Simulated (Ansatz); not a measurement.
# AlFH: the cost of one run

All numbers are computed with Ansatz 0.2.0 through its Python package. Level of theory: PBE0/def2-SVP.

### Step 1. The system

Bond lengths: F1–Al2 1.831 Å, Al2–H3 1.596 Å. Angles: F1–Al2–H3 119.2°.

The script holds or builds the structure itself.

### Step 2. The script

File alfh_relaxed_scan.py:

```python
"""Relaxed scan of one distance in AlFH."""

import ansatz
import numpy as np

geometry = (
    ansatz.Crystal.molecule()
    .atom("F", (0.9871, 0.984, 0.6386))
    .atom("Al", (-0.4609, 0.2654, -0.2205))
    .atom("H", (-0.5371, -1.3143, -0.4313))
)

model = geometry.calculation().basis(gaussian="def2-SVP").functional("pbe0").spin("collinear", total=1)
symbols = [site.symbol for site in geometry.cartesian_sites]
pairs = [(0, 1), (1, 2)]
print("held (A)   E (eV)        ", "  ".join(f"{symbols[i]}{i}-{symbols[j]}{j}" for i, j in pairs))
for length in [1.68, 1.83, 1.98, 2.2, 2.47]:
    r = model.relax(constraints=[ansatz.DistanceConstraint((0, 1), at=length)], force_tolerance=0.02, max_steps=60).run().report
    xyz = np.array(r["positions_ang"])
    print(f"{length:6.2f} {r['free_energy_ev']:14.5f}  ", "  ".join(f"{np.linalg.norm(xyz[i] - xyz[j]):.3f}" for i, j in pairs))
```

### Step 3. The calls as engine input

The engine receives this input (first run):

```yaml
crystal:
  periodic: [false, false, false]
  atoms:
    - { symbol: F, position_ang: [0.9871, 0.984, 0.6386] }
    - { symbol: Al, position_ang: [-0.4609, 0.2654, -0.2205] }
    - { symbol: H, position_ang: [-0.5371, -1.3143, -0.4313] }
basis:
  gaussian:
    orbitals: def2-SVP
hamiltonian:
  xc: pbe0
magnetization:
  spin_polarized: true
  initial_magnetization: 1.0
relax:
  f_tol: 0.02
  max_steps: 60
  constraints:
    - { distance: [0, 1], at: 1.68 }
```

### Step 4. Running it

The run is started by

```console
$ python alfh_relaxed_scan.py
```

**Question.** How long does this script take on 1 thread of AMD EPYC 7B13 (Zen 3), shared host, and how much memory does it need?

About 17 s, with a peak of 0.19 GiB.
